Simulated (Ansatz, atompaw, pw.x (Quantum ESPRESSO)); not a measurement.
## What a changed setting does to a pw.x run (diamond Sn)

Potential: PAW, atompaw 4.2.0.5, PBE; core [Kr] 4d10, reference 5s2 5p2; waves: 5s (bound): rc 3.74 bohr; 5s channel at 3.95 Ry: rc 2.56 bohr; 5p (bound): rc 3.74 bohr; 5p channel at 3.7 Ry: rc 3.74 bohr; 5d channel at 0.5 Ry: rc 3.74 bohr; local part: ultrasoft scheme with l = 3 at 0 Ry, radius 2.62 bohr; core correction: smooth core density matched at 2.68 bohr; augmentation: sinc compensation charge, radius 3.38 bohr; PAW radius 3.74 bohr; waves and projectors: custom rrkj gramschmidtortho.

The reference run (k-mesh 8³, cutoffs 40/400 Ry, Fermi–Dirac 0.01 Ry, mixing_beta 0.4, conv_thr 1e-9, no spin) gives -0.20 GPa at 36.775 Å³/atom, where all-electron LAPW gives 0.16 GPa. This run, with its own iteration cap, changes mixing_ndim to 16.

```
&control
  calculation='scf', prefix='x', pseudo_dir='./', outdir='./tmp', tstress=.true., disk_io='none'
/
&system
  ibrav=0, nat=2, ntyp=1, ecutwfc=40, ecutrho=400, nbnd=11,
  occupations='smearing', smearing='fd', degauss=0.01
/
&electrons
  conv_thr=1e-09, mixing_beta=0.4, electron_maxstep=60, mixing_ndim=16
/
ATOMIC_SPECIES
Sn 1.0 Sn.UPF
CELL_PARAMETERS angstrom
  0.00000000 3.32545361 3.32545361
  3.32545361 0.00000000 3.32545361
  3.32545361 3.32545361 0.00000000
ATOMIC_POSITIONS crystal
Sn 0.0000 0.0000 0.0000
Sn 0.2500 0.2500 0.2500
K_POINTS automatic
8 8 8 0 0 0
```

```bash
pw.x < Sn.scf.in > Sn.scf.out
```

**Question.** How does the run end?

**Answer.** It converges in 10 iterations; the free energy moves by +0.0 meV/atom and the pressure by +0.00 GPa. The result is that of the reference run.

```
Message from routine setup:
     using ibrav=0 with symmetry is DISCOURAGED, use correct ibrav instead
     lattice parameter (alat)  =       8.8872  a.u.
     unit-cell volume          =     496.3400 (a.u.)^3
     number of electrons       =         8.00
     number of Kohn-Sham states=           11
     kinetic-energy cutoff     =      40.0000  Ry
     charge density cutoff     =     400.0000  Ry
     scf convergence threshold =      1.0E-09
     Exchange-correlation= SLA PW PBX PBC
     number of k points=    29  Fermi-Dirac smearing, width (Ry)=  0.0100
     iteration #  1     ecut=    40.00 Ry     beta= 0.40
     total energy              =    -667.78683271 Ry
     estimated scf accuracy    <       0.02751592 Ry
     iteration #  2     ecut=    40.00 Ry     beta= 0.40
     total energy              =    -667.78272638 Ry
     estimated scf accuracy    <       0.00908773 Ry
     iteration #  3     ecut=    40.00 Ry     beta= 0.40
     total energy              =    -667.78302395 Ry
     estimated scf accuracy    <       0.00005201 Ry
     iteration #  4     ecut=    40.00 Ry     beta= 0.40
     total energy              =    -667.78303062 Ry
     estimated scf accuracy    <       0.00002226 Ry
     iteration #  5     ecut=    40.00 Ry     beta= 0.40
     total energy              =    -667.78303320 Ry
     estimated scf accuracy    <       0.00000068 Ry
     iteration #  6     ecut=    40.00 Ry     beta= 0.40
     total energy              =    -667.78303370 Ry
     estimated scf accuracy    <       0.00000021 Ry
     iteration #  7     ecut=    40.00 Ry     beta= 0.40
     total energy              =    -667.78303374 Ry
     estimated scf accuracy    <       0.00000007 Ry
     iteration #  8     ecut=    40.00 Ry     beta= 0.40
     total energy              =    -667.78303375 Ry
     estimated scf accuracy    <          2.4E-09 Ry
     iteration #  9     ecut=    40.00 Ry     beta= 0.40
     total energy              =    -667.78303375 Ry
     estimated scf accuracy    <          4.2E-09 Ry
     iteration # 10     ecut=    40.00 Ry     beta= 0.40
     the Fermi energy is     3.4363 ev
!    total energy              =    -667.78303375 Ry
     estimated scf accuracy    <          2.2E-11 Ry
     smearing contrib. (-TS)   =      -0.00140442 Ry
     The total energy is F=E-TS. E is the sum of the following terms:
     one-electron contribution =       4.67356326 Ry
     hartree contribution      =       1.18389884 Ry
     xc contribution           =      -5.84204194 Ry
     ewald contribution        =     -13.71516117 Ry
     one-center paw contrib.   =    -654.08188832 Ry
     convergence has been achieved in  10 iterations
          total   stress  (Ry/bohr**3)                   (kbar)     P=       -2.03
     Message from routine punch:
     Nothing written, as per user request (disk_io='none')
```

The run took about 13 s on one core of a shared host (Intel(R) Xeon(R) 6975P-C, 192 threads, 378 GiB, load 31).
